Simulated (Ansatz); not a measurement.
System: trigonal Te. Method: PBE0 (Ansatz, a first-principles code, PAW).

Run with plane-wave cutoff 460 eV, 9×9×4 k mesh (along the axes of the cell as run), Fermi–Dirac smearing 0.01 eV, scalar-relativistic PAW data made under PBE.

Cell (relaxed at this level):

```cif
data_Te3
_chemical_formula_sum 'Te3'
_space_group_name_H-M_alt 'P3121'
_space_group_IT_number 152
_space_group_name_Hall 'P 31 2"'
_cell_length_a 4.73274
_cell_length_b 4.73274
_cell_length_c 5.77616
_cell_angle_alpha 90.000
_cell_angle_beta 90.000
_cell_angle_gamma 120.000
loop_
_atom_site_label
_atom_site_type_symbol
_atom_site_symmetry_multiplicity
_atom_site_Wyckoff_symbol
_atom_site_fract_x
_atom_site_fract_y
_atom_site_fract_z
_atom_site_occupancy
Te1 Te 3 a 0.75523 0.75523 0.00000 1
```

Task: Estimate the band gap, smallest direct gap on the k points sampled and Γ–Γ gap that the calculation returns.

Result: 
- band gap: 1.69 eV
- smallest direct gap on the k points sampled: 1.81 eV
- Γ–Γ gap: 3.23 eV

Measured, for comparison: band gap 0.33 eV (temperature not stated, not corrected to a static lattice, compiled measured gap; kind and temperature not stated; as tabulated in Kothakonda et al. (2022), arXiv:2208.02841).

Note: the cell comes from a level without a dispersion term, which matters for the spacing of layers, chains or molecules.

Spin–orbit coupling is not included; with these elements it can move the gap by several tenths of an eV or more.

It cost very roughly 3 core-hours of CPU time.
